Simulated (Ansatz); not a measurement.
PBE exchange is replaced step by step with exact exchange (0 % is PBE, 25 % PBE0; no dispersion term), basis def2-TZVP, Ansatz. System: the cluster Li2H2⁺. Total charge 1; doublet. Geometry: PBE-D4/def2-TZVP, each spin state at its own.

The relaxed quartet has other bonds than the doublet, so its gap is one between isomers.

Geometry of the doublet:

```xyz
4

Li   -0.0922    1.4160   -0.8005
Li    0.0802   -1.4182    0.7977
H    -0.1028   -0.3150   -0.5478
H     0.1148    0.3172    0.5506
```

At PBE-D4/def2-TZVP the gap within one spin of the charge 1 quartet nearly closes, so an electron or hole may be smeared out by delocalisation error. In the doublet, H3 and H4 lie 1.29 Å apart (atoms count from 1), so these atoms are partly bonded to each other. In the quartet geometry the species has come apart into loosely held pieces. The structure comes from a short search, and lower isomers may exist.

HOMO and LUMO are taken over both spins.

| exact exchange (%) | HOMO (eV) | LUMO (eV) | gap (eV) | ⟨S²⟩ | quartet − doublet (kJ/mol) |
| --- | --- | --- | --- | --- | --- |
| 0 | -8.88 | -7.30 | 1.58 | 0.751 | 439.2 |
| 10 | -9.31 | -6.90 | 2.40 | 0.751 | 443.6 |
| 15 | -9.52 | -6.71 | 2.81 | 0.751 | 445.8 |
| 25 | -9.96 | -6.33 | 3.63 | 0.752 | 450.2 |
| 35 | -10.40 | -5.96 | 4.44 | 0.752 | 454.5 |
| 50 | -11.07 | -5.42 | 5.65 | 0.752 | 461.0 |

Problem. Estimate the row for 5 %.

Solution. 
```tsv
exact exchange (%)	HOMO (eV)	LUMO (eV)	gap (eV)	⟨S²⟩	quartet − doublet (kJ/mol)
5	-9.09	-7.10	1.99	0.751	441.4
```
